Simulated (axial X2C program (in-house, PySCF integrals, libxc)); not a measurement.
# Worked dissociation energy of NaSi⁻: CCSD, spin-free

Calculated with an axial X2C code built on PySCF integrals. Spin-free means the one-electron spin-free X2C Hamiltonian. Basis: Si dyall-av3z [9s8p3d2f], Na dyall-av3z [10s9p5d2f] (cores contracted in-house); Gaussian nuclei, density fitting, unrestricted open shells. Masses: Si 27.977 u, Na 22.990 u.

Molecular state: M_S = 1, Λ = 0 (beyond evenly filled blocks: π+α, π-α).

Correlated methods: 14 electrons correlated (number of frozen shells: Si 2 s, 1 p; Na 1 s), 240 virtual spin orbitals or spinors in MP2, 90 natural virtuals in coupled cluster.

```
E(Si-) (2M_S = 3, M_L = 0) : -289.586899 hartree
E(Na) (2M_S = 1, M_L = 0)  : -162.346020 hartree
E(NaSi⁻) at Re             : -451.967019 hartree
ωe                         : 188.2 cm⁻¹
ωexe                       : 1.43 cm⁻¹
```

Q: Work out De and D0.

A: De = -289.586899 + (-162.346020) − (-451.967019) = 0.03410 hartree = 0.928 eV. The zero-point energy is ωe/2 − ωexe/4 = 94 cm⁻¹ = 0.012 eV, so D0 = 0.916 eV.

One determinant describes the state; a PBE0 search over occupations chose it and may have missed a lower one. Dissociation energies refer to the lowest single-determinant-based atoms at the same level and basis. CCSD ran in a truncated set of natural virtual spinors with an MP2 remainder; without triples it tends to underbind. Other states lie close and PBE0, whose exact exchange favours high spin, may order them wrongly; the determinant shown need not be the ground state. The nearest other spin-free determinant of the search, M_S = 2, Λ = 0, lies 0.25 eV up at the distance of the search. The determinant is spin-polarised beyond a pure state at some levels (its spin-free form has ⟨S²⟩ too high), which makes Re and μ there less reliable.

Each atomic determinant is the lowest at this level and need not be a pure term. Totals compare only within one Hamiltonian and basis.
